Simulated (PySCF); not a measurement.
An unknown is described by computed data only.

Formula: C4H4O.

* 13C NMR: chemical shifts (computed TMS as zero) by class: 146.1 (2 C), 115.4 (2 C) ppm [GIAO PBE0/pcSseg-1]
* NMR, other nuclei: isotropic shieldings of nuclei other than C and H, by class: 28 (1 O) ppm [GIAO PBE0/pcSseg-1]
* Couplings: largest of the computed one-bond spin–spin couplings (means over like bonds): 13C–1H +212.4 (×2), 13C–1H +184.7 (×2), 13C–13C +78.3 (×2), 13C–13C +56.8, 17O–13C +26.4 (×2) Hz [B3LYP/pcJ-1]
* Rotational structure: rotational constants A, B, C: 9.545, 9.313, 4.714 GHz [PBE0-D3(BJ)/def2-SVP]
* Dipole: 0.56 D [PBE0/pcSseg-1]
* 1H NMR: chemical shifts (computed TMS as zero) by class: 7.42 (2 H), 6.55 (2 H) ppm [GIAO PBE0/pcSseg-1]

Gas-phase values; electronic properties from PySCF, density fitting. Levels stand in brackets. Geometry: PBE0-D3(BJ)/def2-SVP; no solvent, vibrations or thermal averaging. NMR classes are plain means over equivalent atoms (diastereotopic ones count apart unless rotation or inversion swaps them), as if these changed places fast.

Problem. Propose a structure and show how it fits.

Solution. Numbering: `[cH:1]1[cH:2][cH:3][o:4][cH:5]1`. Its formula, C4H4O, gives 3 degrees of unsaturation: 1 ring and 2 π bonds in the structure found (Kekulé form). 4 carbons fall into 2 classes; from least to most shielded: aromatic CH next to a ring oxygen [C3/C5] (146.1 ppm, 2 C), aromatic CH carbon [C1/C2] (115.4 ppm, 2 C). Hydrogen classes from least to most shielded: 2 H on 2 like atoms (aromatic CH next to a ring oxygen), C3/C5 (7.42 ppm), 2 H on 2 aromatic CH carbons, C1/C2 (6.55 ppm). The other shieldings belong to: 28 ppm, furan-type oxygen [O4]. The couplings run between: +212.4 Hz, aromatic CH next to a ring oxygen [C3] and its hydrogen (with 1 like pair); +184.7 Hz, aromatic CH carbon [C1] and its hydrogen (with 1 like pair); +78.3 Hz, aromatic CH carbon [C1] and aromatic CH next to a ring oxygen [C5] (with 1 like pair); +56.8 Hz, aromatic CH carbon [C1] and aromatic CH carbon [C2]; +26.4 Hz, furan-type oxygen [O4] and aromatic CH next to a ring oxygen [C3] (with 1 like pair). The optimised geometry has point group C2v and is an asymmetric top. Structure: furan, `c1ccoc1`. The assignments are read from this structure; whether some other isomer fits the data as well wasn't checked.
